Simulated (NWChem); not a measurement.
System: SiF4; SMILES F[Si](F)(F)F

Input file for NWChem:

```
start job
memory heap 200 mb stack 900 mb global 1100 mb
geometry units angstroms noautosym nocenter noautoz
  F      1.359340     0.737951     0.351338
  Si    -0.000018    -0.000010    -0.000001
  F     -1.110115     1.076529    -0.353046
  F     -0.473388    -0.858188     1.247131
  F      0.224137    -0.956338    -1.245425
end
basis spherical
  * library aug-cc-pvdz
end
dft
  xc b3lyp
  iterations 150
end
tddft
  cis
  nroots 8
  notriplet
end
task tddft energy
```

NWChem printed, in part:

```
             Northwest Computational Chemistry Package (NWChem) 7.3.0
             --------------------------------------------------------

                             Geometry "geometry" -> ""
                             -------------------------

 Output coordinates in angstroms (scale by  1.889725989 to convert to a.u.)

  No.       Tag          Charge          X              Y              Z
 ---- ---------------- ---------- -------------- -------------- --------------
    1 F                    9.0000     1.35934000     0.73795100     0.35133800
    2 Si                  14.0000    -0.00001800    -0.00001000    -0.00000100
    3 F                    9.0000    -1.11011500     1.07652900    -0.35304600
    4 F                    9.0000    -0.47338800    -0.85818800     1.24713100
    5 F                    9.0000     0.22413700    -0.95633800    -1.24542500

 Effective nuclear repulsion energy (a.u.)     267.4362909856

                                 NWChem DFT Module
                                 -----------------

 Summary of "ao basis" -> "ao basis" (spherical)
 ------------------------------------------------------------------------------
       Tag                 Description            Shells   Functions and Types
 ---------------- ------------------------------  ------  ---------------------
 F                        aug-cc-pvdz                9       23   4s3p2d
 Si                       aug-cc-pvdz               11       27   5s4p2d

            General Information
            -------------------
          SCF calculation type: DFT
          Wavefunction type:  closed shell.
          No. of atoms     :     5
          No. of electrons :    50
           Alpha electrons :    25
            Beta electrons :    25
          Charge           :     0
          Spin multiplicity:     1
          Use of symmetry is: off; symmetry adaption is: off
          Maximum number of iterations: 150
          AO basis - number of functions:   119
                     number of shells:    47
          Convergence on energy requested:  1.00D-06
          Convergence on density requested:  1.00D-05
          Convergence on gradient requested:  5.00D-04

              XC Information
              --------------
                         B3LYP Method XC Potential
                     Hartree-Fock (Exact) Exchange  0.200
                        Slater Exchange Functional  0.800 local
                    Becke 1988 Exchange Functional  0.720 non-local
              Lee-Yang-Parr Correlation Functional  0.810
                  VWN I RPA Correlation Functional  0.190 local

             Grid Information
             ----------------
          Grid used for XC integration:  medium
          Radial quadrature: Mura-Knowles
          Angular quadrature: Lebedev.
          Tag              B.-S. Rad. Rad. Pts. Rad. Cut. Ang. Pts.
          ---              ---------- --------- --------- ---------
          F                   0.50       49          10.0       434
          Si                  1.10       88          11.0       590
          Grid pruning is: on
          Number of quadrature shells:   284
          Spatial weights used:  Erf1

      Superposition of Atomic Density Guess
      -------------------------------------

 Sum of atomic energies:        -686.39033991

      Non-variational initial energy
      ------------------------------

 Total energy =    -687.183954
 1-e energy   =   -1489.184955
 2-e energy   =     534.564711
 HOMO         =      -0.662785
 LUMO         =      -0.006613

   convergence    iter        energy       DeltaE   RMS-Dens  Diis-err
 ---------------- ----- ----------------- --------- --------- ---------
 d= 0,ls=0.0,diis     1   -689.0538850025 -9.56D+02  1.53D-02  1.18D+00
 d= 0,ls=0.0,diis     2   -689.0011868680  5.27D-02  6.06D-03  2.10D+00
 d= 0,ls=0.0,diis     3   -689.1676071145 -1.66D-01  7.33D-04  2.08D-02
 d= 0,ls=0.0,diis     4   -689.1690661890 -1.46D-03  1.81D-04  1.41D-03
 d= 0,ls=0.0,diis     5   -689.1691903393 -1.24D-04  1.22D-05  4.15D-07
 d= 0,ls=0.0,diis     6   -689.1691903718 -3.25D-08  2.02D-06  3.84D-09

         Total DFT energy =     -689.169190371812
      One electron energy =    -1489.858873744594
           Coulomb energy =      596.210873079710
    Exchange-Corr. energy =      -62.957480692513
 Nuclear repulsion energy =      267.436290985585

 Numeric. integr. density =       49.999995652511

                       DFT Final Molecular Orbital Analysis
                       ------------------------------------

 Vector   23  Occ=2.000000D+00  E=-4.595571D-01
              MO Center= -4.6D-01, -7.7D-02,  6.3D-02, r^2= 2.7D+00
   Bfn.  Coefficient  Atom+Function         Bfn.  Coefficient  Atom+Function
  ----- ------------  ---------------      ----- ------------  ---------------
    57      0.369322  3 F  pz                78      0.315478  4 F  px
    79     -0.257515  4 F  py                60      0.247447  3 F  pz
   102      0.228818  5 F  py                81      0.211371  4 F  px
   103     -0.195177  5 F  pz                55     -0.184416  3 F  px
    82     -0.172535  4 F  py               105      0.153309  5 F  py

 Vector   24  Occ=2.000000D+00  E=-4.595560D-01
              MO Center=  4.4D-02,  2.7D-01,  3.8D-02, r^2= 2.9D+00
   Bfn.  Coefficient  Atom+Function         Bfn.  Coefficient  Atom+Function
  ----- ------------  ---------------      ----- ------------  ---------------
     6      0.327235  1 F  py                56     -0.278762  3 F  py
    55     -0.223084  3 F  px                 9      0.219248  1 F  py
    78      0.212312  4 F  px                59     -0.186770  3 F  py
     7     -0.177592  1 F  pz               102     -0.173964  5 F  py
    80      0.166963  4 F  pz               103      0.159239  5 F  pz

 Vector   25  Occ=2.000000D+00  E=-4.595550D-01
              MO Center=  4.1D-01, -1.9D-01, -1.0D-01, r^2= 2.7D+00
   Bfn.  Coefficient  Atom+Function         Bfn.  Coefficient  Atom+Function
  ----- ------------  ---------------      ----- ------------  ---------------
   101      0.375221  5 F  px                 7      0.350019  1 F  pz
   104      0.251399  5 F  px                10      0.234513  1 F  pz
    79     -0.206453  4 F  py                80     -0.190084  4 F  pz
   102      0.172073  5 F  py                 5     -0.170105  1 F  px
     6      0.146716  1 F  py                82     -0.138324  4 F  py

[...]

                                NWChem TDDFT Module
                                -------------------

            General Information
            -------------------
           No. of orbitals :     238
            Alpha orbitals :     119
             Beta orbitals :     119
        Alpha frozen cores :       0
         Beta frozen cores :       0
     Alpha frozen virtuals :       0
      Beta frozen virtuals :       0
         Spin multiplicity :       1
    Number of AO functions :     119
        Use of symmetry is : off
      Symmetry adaption is : off
         Schwarz screening :  0.10D-07

              XC Information
              --------------
                  B3LYP Method XC Potential
              Hartree-Fock (Exact) Exchange   0.20
                 Slater Exchange Functional   0.80 local
             Becke 1988 Exchange Functional   0.72 non-local
       Lee-Yang-Parr Correlation Functional   0.81
           VWN I RPA Correlation Functional   0.19 local

             TDDFT Information
             -----------------
          Calculation type : Tamm-Dancoff TDDFT
         Wavefunction type : Restricted singlets
          No. of electrons :      50
           Alpha electrons :      25
            Beta electrons :      25
              No. of roots :       8
          Max subspacesize :    5600
            Max iterations :     100
               Target root :       1
           Target symmetry : none
      Symmetry restriction : off
                 Algorithm : Optimal
        Davidson threshold :  0.10D-03

    8 smallest eigenvalue differences (eV)
--------------------------------------------------------
  No. Spin  Occ  Vir  Irrep   E(Occ)    E(Vir)   E(Diff)
--------------------------------------------------------
    1    1   25   26 a        -0.460    -0.038    11.461
    2    1   24   26 a        -0.460    -0.038    11.461
    3    1   23   26 a        -0.460    -0.038    11.461
    4    1   22   26 a        -0.492    -0.038    12.338
    5    1   21   26 a        -0.492    -0.038    12.338
    6    1   20   26 a        -0.492    -0.038    12.338
    7    1   19   26 a        -0.500    -0.038    12.567
    8    1   18   26 a        -0.500    -0.038    12.567
--------------------------------------------------------

  Entering Davidson iterations
  Restricted singlet excited states

  Iter   NTrls   NConv    DeltaV     DeltaE      Time
  ----  ------  ------  ---------  ---------  ---------
    1      8       0     0.78E-01   0.10+100       21.8
    2     16       0     0.27E-01   0.54E-02       20.4
    3     24       0     0.67E-02   0.10E-02       21.3
    4     32       3     0.14E-02   0.50E-04       17.7
    5     37       3     0.27E-03   0.15E-05       16.9
    6     42       8     0.93E-04   0.55E-07       21.0
  ----  ------  ------  ---------  ---------  ---------
  Convergence criterion met

  Ground state a        -689.169190371812 a.u.

  ----------------------------------------------------------------------------
  Root   1 singlet a              0.375048915 a.u.               10.2056 eV
  ----------------------------------------------------------------------------
     Transition Moments    X  0.00001   Y  0.00002   Z  0.00001
     Dipole Oscillator Strength                    0.0000000001
     Electric Quadrupole                           0.0000000000
     Magnetic Dipole                               0.0000023077
     Total Oscillator Strength                     0.0000023078

     Occ.   24  a   ---  Virt.   26  a       -0.11965
     Occ.   25  a   ---  Virt.   26  a       -0.98314
     Occ.   25  a   ---  Virt.   30  a        0.10191
  ----------------------------------------------------------------------------
  Root   2 singlet a              0.375049860 a.u.               10.2056 eV
  ----------------------------------------------------------------------------
     Transition Moments    X -0.00001   Y  0.00000   Z  0.00000
     Dipole Oscillator Strength                    0.0000000000
     Electric Quadrupole                           0.0000000000
     Magnetic Dipole                               0.0000023077
     Total Oscillator Strength                     0.0000023077

     Occ.   23  a   ---  Virt.   26  a        0.09382
     Occ.   24  a   ---  Virt.   26  a       -0.97865
     Occ.   24  a   ---  Virt.   30  a        0.10145
     Occ.   25  a   ---  Virt.   26  a        0.12013
  ----------------------------------------------------------------------------
  Root   3 singlet a              0.375050810 a.u.               10.2057 eV
  ----------------------------------------------------------------------------
     Transition Moments    X -0.00001   Y  0.00001   Z -0.00001
     Dipole Oscillator Strength                    0.0000000001
     Electric Quadrupole                           0.0000000000
     Magnetic Dipole                               0.0000023077
     Total Oscillator Strength                     0.0000023078

     Occ.   23  a   ---  Virt.   26  a       -0.98593
     Occ.   23  a   ---  Virt.   30  a        0.10221
     Occ.   24  a   ---  Virt.   26  a       -0.09444
  ----------------------------------------------------------------------------
  Root   4 singlet a              0.414863717 a.u.               11.2890 eV
  ----------------------------------------------------------------------------
     Transition Moments    X  0.65067   Y  0.41311   Z  0.20812
     Dipole Oscillator Strength                    0.1762719265
     Electric Quadrupole                           0.0000000005
     Magnetic Dipole                               0.0000000000
     Total Oscillator Strength                     0.1762719270

     Occ.   18  a   ---  Virt.   28  a       -0.05071
     Occ.   20  a   ---  Virt.   26  a        0.05902
     Occ.   22  a   ---  Virt.   26  a       -0.98597
     Occ.   22  a   ---  Virt.   30  a        0.05978
  ----------------------------------------------------------------------------
  Root   5 singlet a              0.414865030 a.u.               11.2891 eV
  ----------------------------------------------------------------------------
     Transition Moments    X  0.27340   Y -0.05371   Z -0.74813
     Dipole Oscillator Strength                    0.1762718015
     Electric Quadrupole                           0.0000000005
     Magnetic Dipole                               0.0000000000
     Total Oscillator Strength                     0.1762718020

     Occ.   19  a   ---  Virt.   29  a        0.05968
     Occ.   21  a   ---  Virt.   26  a        0.98759
     Occ.   21  a   ---  Virt.   30  a       -0.05988
  ----------------------------------------------------------------------------
  Root   6 singlet a              0.414865741 a.u.               11.2891 eV
  ----------------------------------------------------------------------------
     Transition Moments    X  0.37313   Y -0.68103   Z  0.18525
     Dipole Oscillator Strength                    0.1762735756
     Electric Quadrupole                           0.0000000005
     Magnetic Dipole                               0.0000000000
     Total Oscillator Strength                     0.1762735761

     Occ.   18  a   ---  Virt.   29  a        0.05066
     Occ.   20  a   ---  Virt.   26  a        0.98582
     Occ.   20  a   ---  Virt.   30  a       -0.05976
     Occ.   22  a   ---  Virt.   26  a        0.05906
  ----------------------------------------------------------------------------
  Root   7 singlet a              0.415656541 a.u.               11.3106 eV
  ----------------------------------------------------------------------------
     Transition Moments    X  0.00066   Y -0.00021   Z  0.00003
     Dipole Oscillator Strength                    0.0000001318
     Electric Quadrupole                           0.0000010008
     Magnetic Dipole                               0.0000000000
     Total Oscillator Strength                     0.0000011326

     Occ.   18  a   ---  Virt.   26  a       -0.09335
     Occ.   19  a   ---  Virt.   26  a       -0.96977
     Occ.   19  a   ---  Virt.   30  a        0.09964
     Occ.   23  a   ---  Virt.   28  a        0.10780
     Occ.   24  a   ---  Virt.   27  a       -0.06480
     Occ.   25  a   ---  Virt.   29  a       -0.08113
  ----------------------------------------------------------------------------
  Root   8 singlet a              0.415657281 a.u.               11.3106 eV
  ----------------------------------------------------------------------------
     Transition Moments    X  0.00002   Y -0.00001   Z  0.00013
     Dipole Oscillator Strength                    0.0000000045
     Electric Quadrupole                           0.0000010008
     Magnetic Dipole                               0.0000000000
     Total Oscillator Strength                     0.0000010054

     Occ.   18  a   ---  Virt.   26  a        0.96977
     Occ.   18  a   ---  Virt.   30  a       -0.09964
     Occ.   19  a   ---  Virt.   26  a       -0.09335
     Occ.   23  a   ---  Virt.   27  a        0.06369
     Occ.   23  a   ---  Virt.   28  a       -0.05377
     Occ.   24  a   ---  Virt.   27  a       -0.05931
     Occ.   24  a   ---  Virt.   29  a        0.09817
     Occ.   25  a   ---  Virt.   27  a        0.07179

              Target root =      1
          Target symmetry = none
      Ground state energy =   -689.169190371812
        Excitation energy =      0.375048914693
     Excited state energy =   -688.794141457119

  stored tddft:energy   -688.79414145711905
```

Level: B3LYP/aug-cc-pVDZ, TDA. The geometry was optimised at PBE0/def2-SVP.
